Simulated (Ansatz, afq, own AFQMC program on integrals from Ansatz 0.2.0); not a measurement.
## Where AFQMC and coupled cluster stand for BeH$_{2}$Se, singlet

```tsv
atom	x (Å)	y (Å)	z (Å)
Se	0.0000	-0.0210	0.2415
Be	0.0000	0.0183	-1.7935
H	0.0000	1.4507	0.2462
H	0.0000	0.0294	-3.1278
```

Connectivity, by distances: SeH–BeH.

Basis cc-pVDZ. Noble-gas cores (and the filled d shells of Ga–Kr and In–Xe) are frozen. Integrals, coupled cluster, full CI and functionals: Ansatz 0.2.0; the random walks run on the same integrals in our own AFQMC program. The CISD trial takes its coefficients from CCSD amplitudes. Released means that phaseless walkers are propagated on without the constraint, phases kept. Free projection: walkers drawn from exp(T), propagated without any constraint. Its projection time is finite, and what remains of the start isn't in its error. Uncertainties: one standard error, sampling alone. No spin–orbit coupling.

Determinant: RHF, the one that the program's search chose, which needn't be the lowest solution. The geometry is a PBE0/def2-TZVP stationary point of this or a neighbouring charge and spin state.

No full CI on the walks' own integrals is used here; CCSDT(Q) serves as the reference and is uncertain by about the last step of the cluster series.

Cautions: no relativity below Rb; no spin-orbit coupling; inner d shell frozen; the ph-AFQMC/CISD walk drifts between its halves (2.3 errors).

```
T1 diagnostic                               : 0.0123
weight of the determinant in the CISD state : 0.899
size of the correlated space                : 10 electrons in 36 orbitals
```

```csv
level,correlation energy (eV)
MP2,-4.3467
CCSD,-5.0595
CCSD(T),-5.1849
```

Q: Estimate where free-projection AFQMC lies against CCSD(T) on the same integrals.

A: 0.46 ± 0.23 kcal/mol below CCSD(T). The gap is under twice the noise, so this walk alone can't tell the two apart.

Reference: CCSDT(Q), correlation energy -5.210 eV. The released energy is read at 2.40 1/Eh (meV from the phaseless value at times in 1/Eh: -11 ± 9 at 0.24, -3 ± 7 at 0.51, -4 ± 7 at 0.99, -18 ± 9 at 1.62, -8 ± 9 at 2.40).

| level | E − E(reference) (kcal/mol) | share of correlation (%) |
| --- | --- | --- |
| CCSD(T) | 0.57 | 99.52 |
| CCSDT | 0.20 | 99.84 |
| ph-AFQMC/HF | 0.04 ± 1.04 | 99.97 |
| ph-AFQMC/CISD | 0.04 ± 0.22 | 99.97 |
| released AFQMC | -0.16 ± 0.20 | 100.13 |
| free AFQMC | 0.12 ± 0.23 | 99.90 |

Free projections are given only where their last times agree within the noise and don't stop above the reference; a slow remainder of the start can still hide under it. A walk keeps the symmetry of its determinant, which the program's search chose and which needn't be the lowest solution, so a lower state of the same spin and another symmetry isn't excluded. Released energies are given only where the last usable release times agree within the noise; a slower fall can still hide under it.
